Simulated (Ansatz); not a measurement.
# C2H5O (SMILES CC[O]) at UCCSD/aug-cc-pVDZ

Aim: the vertical ionisation energy of C2H5O at UCCSD/aug-cc-pVDZ, from 2 runs. 

The calculation is run with Ansatz 0.2.0.

33 further runs of the same task are left out: 33 set aside as unsound or not needed.

## (1) Starting point

C2H5O: 8 atoms, total charge 0, spin state doublet. As SMILES, `CC[O]`. Geometry: relaxed at PBE0-D4/def2-TZVP.

Bond lengths: C1–C2 1.515 Å, C2–O3 1.356 Å, C1–H4 1.093 Å, C1–H5 1.092 Å, C1–H6 1.092 Å, C2–H7 1.108 Å, C2–H8 1.108 Å. Some angles: C1–C2–O3 115.9°, C1–C2–H7 111.7°, C1–C2–H8 111.7°, O3–C2–H7 107.2°, O3–C2–H8 107.0°, C2–C1–H4 110.8°, C2–C1–H5 110.5°, C2–C1–H6 110.5°, H7–C2–H8 102.4°, H4–C1–H5 108.4°.

## (2) The energy at UCCSD/aug-cc-pVDZ

molecule.yaml reads:

```yaml
crystal:
  periodic: [false, false, false]
  atoms:
    - {symbol: C, position_ang: [-0.448800, 0.594100, -0.264500]}
    - {symbol: C, position_ang: [0.392800, -0.560600, 0.239800]}
    - {symbol: O, position_ang: [1.676500, -0.263400, 0.560000]}
    - {symbol: H, position_ang: [-1.464700, 0.263300, -0.495200]}
    - {symbol: H, position_ang: [-0.010900, 1.018500, -1.170000]}
    - {symbol: H, position_ang: [-0.505800, 1.382200, 0.488700]}
    - {symbol: H, position_ang: [0.422200, -1.394700, -0.489000]}
    - {symbol: H, position_ang: [-0.061300, -1.039300, 1.130100]}
basis:
  gaussian:
    orbitals: aug-cc-pVDZ
magnetization:
  spin_polarized: true
  initial_magnetization: 1
correlation:
  method: ccsd
  frozen_orbitals: {C: 1, H: 0, O: 1}
accuracy: high
scf:
  omitted_lower_state_checks: [cluster_reference, increment]
```

Started as:

```
ansatz run molecule.yaml --threads 1 --pin off --max-ram 3480MiB --events-out events.jsonl --progress --plain --runs-dir runs
```

Standard output, cut to the lines that bear on the results:

```text
Warning: RAYON_NUM_THREADS=1 ignored (pool sized by the plan → 1); use --threads N
Functional definition: HF
  name "HF"
[...]
2272 factors; integrals over basis functions are off by at most 3.0e-9 eV
[...]
mean field -4176.46210805 eV, -153.4821515631 hartree, gradient 3.1e-8 eV, S^2 0.760361; 3 other end points of the search recorded, 0 dependent functions left out
3 core orbitals not correlated: weight in the atoms' cores, before any rotation towards them, 1.000 or more for the frozen orbitals, at most 0.000 for the correlated occupied ones
reference -4176.46210805 eV, -153.4821515631 hartree; 10, 9 occupied and 101, 102 virtual orbitals, 2272 factors
second order -12.28573321 eV of doubles, -0.00000000 eV of singles
cycle   1  -13.06058708 eV  change   -7.7e-1 eV  update   8.1e-2
[...]
cycle  31  -13.51566000 eV  change  -7.3e-10 eV  update   1.9e-9
Total energy: -4189.97776805 eV, -153.9788429070 hartree
Checks for a lower state left out: cluster_reference, increment
```

Wall time 74 s (1 thread of Intel Xeon 6975P-C (Granite Rapids), shared host); peak memory 2.4 GiB.

## (3) The singlet cation, same level

in.yaml reads:

```yaml
basis:
  gaussian: {orbitals: aug-cc-pVDZ}
crystal:
  periodic: [false, false, false]
  atoms:
    - {symbol: C, position_ang: [-0.448800, 0.594100, -0.264500]}
    - {symbol: C, position_ang: [0.392800, -0.560600, 0.239800]}
    - {symbol: O, position_ang: [1.676500, -0.263400, 0.560000]}
    - {symbol: H, position_ang: [-1.464700, 0.263300, -0.495200]}
    - {symbol: H, position_ang: [-0.010900, 1.018500, -1.170000]}
    - {symbol: H, position_ang: [-0.505800, 1.382200, 0.488700]}
    - {symbol: H, position_ang: [0.422200, -1.394700, -0.489000]}
    - {symbol: H, position_ang: [-0.061300, -1.039300, 1.130100]}
total_charge: 1
correlation: {method: ccsd, frozen_orbitals: {C: 1, H: 0, O: 1}}
accuracy: high
scf: {omitted_lower_state_checks: [cluster_reference, increment]}
```

Started as:

```
ansatz run in.yaml --threads 1 --pin off --max-ram 3480MiB --events-out events.jsonl --progress --plain --runs-dir runs
```

Standard output, cut to the lines that bear on the results:

```text
Warning: RAYON_NUM_THREADS=1 ignored (pool sized by the plan → 1); use --threads N
[... 2 set-up lines as earlier in the session ...]
[...]
2272 factors; integrals over basis functions are off by at most 3.0e-9 eV
[...]
mean field -4164.17726346 eV, -153.0306918513 hartree, gradient 2.5e-8 eV, S^2 0.000000; 4 other end points of the search recorded, 0 dependent functions left out; unrestricted orbitals would lower it
3 core orbitals not correlated: weight in the atoms' cores, before any rotation towards them, 1.000 or more for the frozen orbitals, at most 0.000 for the correlated occupied ones
reference -4164.17726346 eV, -153.0306918513 hartree; 9, 9 occupied and 102, 102 virtual orbitals, 2272 factors
second order -12.45722964 eV of doubles, -0.00000000 eV of singles
cycle   1  -13.06527531 eV  change   -6.1e-1 eV  update   1.5e-1
[...]
cycle  43  -13.96161080 eV  change  -7.9e-10 eV  update   2.1e-9
Total energy: -4178.13887426 eV, -153.5437715848 hartree
Checks for a lower state left out: cluster_reference, increment
```

Wall time 32 s (1 thread of Intel Xeon 6975P-C (Granite Rapids), shared host); peak memory 1.1 GiB.

## (4) Results

Level: UCCSD/aug-cc-pVDZ, 3 core orbitals frozen.

```
                                                   quantity          value
                                doublet C2H5O: total energy  -153.97884 Eh
 doublet C2H5O: correlation energy (3 core orbitals frozen)     -496.7 mEh
           doublet C2H5O: ⟨S²⟩ of the reference determinant          0.760
                               doublet C2H5O: T1 diagnostic          0.019
                               singlet cation: total energy  -153.54377 Eh
singlet cation: correlation energy (3 core orbitals frozen)     -513.1 mEh
                              singlet cation: T1 diagnostic          0.054
         vertical ionisation energy (to the singlet cation)      11.839 eV
```

**Reading.** Removing an electron at fixed nuclei costs 11.84 eV (273 kcal/mol). Only the singlet of the ionised species was computed; a triplet could lie lower. The T1 diagnostic (singlet cation) of 0.054 is above the customary mark for such species, so a single reference may not serve. The restricted solution (singlet cation) is unstable to spin breaking: an unrestricted one lies lower.
